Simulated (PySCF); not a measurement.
Molecule: Isocyanodiacetylene ([C-]#[N+]C#CC#C, C₅HN).

Numbering as in the mapped SMILES `[C-:1]#[N+:2][C:3]#[C:4][C:5]#[CH:6]`; H(Xn) means a hydrogen on atom n.

Spin–spin couplings on one PBE0-D3(BJ)/def2-SVP geometry, PySCF, gas phase, non-relativistic, equivalent pairs averaged; isotopes 13C, 1H, 15N; functional B3LYP.

Q: How do the couplings (Hz) change with the basis set? Times are CPU seconds on shared hosts with different chips, so compare them loosely. Far from the basis limit: 6-31G-J, pcJ-0, 6-31G*, def2-TZVP, cc-pVTZ.

A: 
| basis set | functions | 1J(C6,H(C6)) | 1J(C3,C4) | 1J(C5,C6) | 1J(C4,C5) | 1J(N2,C3) | 1J(C1,N2) | 2J(C5,H(C6)) | core-s |
| --- | --- | --- | --- | --- | --- | --- | --- | --- | --- |
| 6-31G-J | 76 | 299.2 | 293.5 | 231.9 | 195.5 | -63.7 | 4.4 | 53.5 | 6.8 |
| pcJ-0 | 81 | 270.8 | 242.7 | 195.6 | 161.7 | -44.7 | 29.8 | 41.0 | 7 |
| 6-31G* | 86 | 246.2 | 264.7 | 210.0 | 181.6 | -52.0 | -5.7 | 38.9 | 6 |
| pcJ-1 | 172 | 287.7 | 291.2 | 233.2 | 191.1 | -62.5 | -6.9 | 54.9 | 27 |
| def2-TZVP | 192 | 271.5 | 294.5 | 230.6 | 194.6 | -63.2 | -3.9 | 53.4 | 17 |
| cc-pVTZ | 194 | 265.8 | 356.5 | 302.1 | 200.6 | -58.7 | -30.3 | 57.6 | 17 |
| aug-cc-pVTZ-J | 296 | 293.3 | 290.0 | 228.5 | 190.0 | -62.4 | -5.7 | 58.0 | 42 |
| pcJ-2 | 330 | 289.8 | 286.5 | 226.3 | 186.7 | -61.4 | -6.0 | 57.5 | 50 |

The Fermi-contact term samples the wavefunction at the nucleus, which is why sets with added tight s functions (names with J) are made for couplings.
